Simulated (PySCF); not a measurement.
Level of theory: ωB97X-D3(BJ)/def2-TZVP // PBE0-D3(BJ)/def2-TZVP (PySCF). Gas-phase values, no solvent. One relaxed conformer stands for a flexible species; it need not be the lowest. Delta-SCF ions had no search for a lower state. Excitations are Tamm–Dancoff values on a coarser integration grid. The basis has no diffuse functions, so Rydberg states are missing or too high.

Reference species (SMILES): `C=C=C` (neutral, multiplicity 1).

The brightest of the four lowest singlets (TDA) is 8.56 eV. The S1 oscillator strength comes out as 0.000, the S1 excitation (TDA) comes out as 6.17 eV and the vertical ionisation energy (Delta-SCF) is 10.16 eV.

Changed species: `C=C=[CH][AlH2]` (X = AlH2; the reference has X = H).

Task: Give the shifts of the brightest of the four lowest singlets (TDA), S1 oscillator strength, S1 excitation (TDA) and vertical ionisation energy (Delta-SCF).

Result: the brightest of the four lowest singlets (TDA) drops by 2.40 eV, to 6.16 eV; the S1 oscillator strength stays essentially unchanged; the S1 excitation (TDA) falls by 1.51 eV, to 4.66 eV; the vertical ionisation energy (Delta-SCF) drops by 0.75 eV, to 9.41 eV.
